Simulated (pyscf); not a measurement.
Thermochemistry of product channels of `[OH][SiH]([OH])[OH]` + `[ClH]` on the singlet surface, in kcal/mol, from ωB97M-D3(BJ)/def2-TZVP energies (ideal gas, 1 atm, RRHO with modes under 100 cm⁻¹ raised to 100, one conformer, R ln 2 for chiral ones without a mode under 150 cm⁻¹). Structures and frequencies: ωB97X-D3(BJ)/def2-SVP in PySCF.

```tsv
products	ΔE	ΔH(298 K)	ΔG(600 K)	ΔG(900 K)
`[OH][Si]([OH])([OH])[Cl]` + `[H][H]`	___	-22.9	-18.6	-17.1
`[OH2]` + `[OH][SiH]([OH])[Cl]`	+1.9	+3.4	+2.4	___
```

Task: Fill in the missing entries.

Result: 
- `[OH][Si]([OH])([OH])[Cl]` + `[H][H]`, ΔE: -21.3
- `[OH2]` + `[OH][SiH]([OH])[Cl]`, ΔG(900 K): +2.2

These are energies of the channels, which say nothing of barriers.
